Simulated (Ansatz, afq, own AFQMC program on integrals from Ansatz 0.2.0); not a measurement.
Two steps: Ansatz 0.2.0 writes the Fock matrix and Cholesky factors of the valence space, and afq projects on them the lowest state that overlaps trial and start.

```yaml
crystal:
  periodic: [false, false, false]
  atoms:
    - {symbol: Ge, position_ang: [0.000000, 0.000000, 0.000000]}
    - {symbol: Al, position_ang: [0.000000, 0.000000, 10.617000]}
basis:
  gaussian: {orbitals: cc-pVDZ}
total_charge: 1
magnetization: {spin_polarized: false}
correlation: {method: ccsd_t, electrons: outside_noble_gas, hamiltonian_folder: ham}
```

```sh
$ ansatz run in.yaml --threads 1 --pin off --events-out ev --progress --plain --max-ram 16896MiB --backend cuda --devices 0, --max-vram 18GiB
```

afq runs on the folder ham with

```
--method phaseless --trial hf --walkers 4000 --populations 20 --least-time 40 --time-step 0.005 --steps-per-block 20 --equilibration-blocks 160 --max-blocks 4000 --target-error 0.00145 --factor-cut 1e-05 --seed 8819 --taylor-order 6
```

Times are imaginary, in 1/Eh. The walk had a cap of 49 s. With eight or more populations the least sampling time is a fifth of least-time, and the error comes from their spread. Filled inner d shells are frozen with the cores.

Log:

```
orbitals 26  electrons 3 3  factors 138 of 511
reference energy -2316.89912060 Eh
CCSD correlation -0.11552081 Eh in 14 cycles, weight of the determinant in the CISD state 0.7323
energy of the start -2316.899121 Eh
 block  time / (1/Eh)  mean weight  energy / Eh
     1     0.100  1.0002  -2316.908959
     2     0.200  1.0004  -2316.917751
     3     0.300  1.0003  -2316.925653
     4     0.400  1.0003  -2316.932235
     5     0.500  1.0003  -2316.938486
     8     0.800  1.0004  -2316.954718
    13     1.300  1.0002  -2316.972988
    25     2.500  1.0000  -2316.993649
    31     3.100  1.0001  -2316.999307
    49     4.900  1.0000  -2317.004710
    67     6.700  1.0002  -2317.007510
    85     8.500  1.0000  -2317.015923
   103    10.300  0.9999  -2317.012438
   121    12.100  1.0001  -2317.013652
   139    13.900  0.9998  -2317.012769
   145    14.500  1.0000  -2317.021620
   157    15.700  0.9999  -2317.016530
   175    17.500  1.0002  -2317.020184
   193    19.300  0.9998  -2317.012571
   211    21.100  1.0001  -2317.020255
   229    22.900  0.9997  -2317.013925
   235    23.500  0.9999  -2317.018429
error from the spread of 20 populations
energy -2317.017506 +/- 0.001023 Eh
(rows thinned)
```

The run passed its tests (sampling time, drift between the halves within three errors, error under three times the target), which doesn't prove that it has relaxed.

Against this walk (error 27.8 meV) on the same determinant: CCSD(T) 11.9 meV higher (within the noise), CCSDT(Q) 31.4 meV lower (within the noise), CCSDTQ 54.7 meV lower (within the noise), full CI 54.7 meV lower (within the noise). The error is statistical and leaves out the bias of the constraint.

Cautions: constraint bias not in the error; no relativity below Rb; no spin-orbit coupling; inner d shell frozen; another spin lies lower; restricted determinant unstable towards unrestricted (UHF 1.28 eV lower, ⟨S²⟩ 1.02); strong correlation (T1 0.009, weight of the determinant 0.73, largest double 0.34); CCSDT(Q) on the UHF determinant differs (1.01 eV lower), perhaps since the unrestricted series falls towards higher spin.

The walk took 24 s on 1 × NVIDIA H100 80GB HBM3 with 2 threads of AMD EPYC 7R13 Processor (Zen 3), with other jobs on the host (the card was shared). The log's last line is the phaseless energy.

CCSDT and higher add their correlation energy to the determinant of the CCSD(T) run, since their own runs factorise the integrals more tightly (a shift of under 2 meV). A walk keeps the symmetry of its determinant, which the program's search chose and which needn't be the lowest solution, so a lower state of the same spin and another symmetry isn't excluded.
